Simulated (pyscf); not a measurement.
HO–ZnH (SMILES [OH][ZnH]) + HCl (SMILES Cl) -> HO–Zn–Cl (SMILES [OH][Zn][Cl]) + H₂ (SMILES [H][H]) (four-centre exchange; singlet surface; H–Zn, Cl–H broken, Cl–Zn, H–H formed). Structures and frequencies: ωB97X-D3(BJ)/def2-SVP in PySCF. Energies in kcal/mol from the separated reactants.

```tsv
level	barrier	reaction energy
PBE/def2-TZVP	…	-22.6
B3LYP-D3(BJ)/def2-TZVP	…	…
PBE0-D3(BJ)/def2-TZVP	8.1	-24.1
M06-2X/def2-TZVP	7.8	-29.0
ωB97M-D3(BJ)/def2-TZVP	12.8	-23.2
HF/def2-TZVP	21.3	-27.1
```

**Question.** Fill in the missing entries.

**Answer.** 
- PBE/def2-TZVP, barrier: 7.5
- B3LYP-D3(BJ)/def2-TZVP, barrier: 11.0
- B3LYP-D3(BJ)/def2-TZVP, reaction energy: -24.0

The functionals in the table span 5.2 kcal/mol in this barrier, from PBE to ωB97M-D3(BJ)/def2-TZVP. On the reactant side the descent ends in a complex, 4.6 kcal/mol under the separated species and 14.8 kcal/mol under the saddle at ωB97X-D3(BJ)/def2-TZVP. At ωB97X-D3(BJ)/def2-TZVP the barrier from the zero used here is 10.2 kcal/mol. One saddle was located; it need not be the lowest between these sides. Elements up to Kr have no core potential and no relativistic terms here.
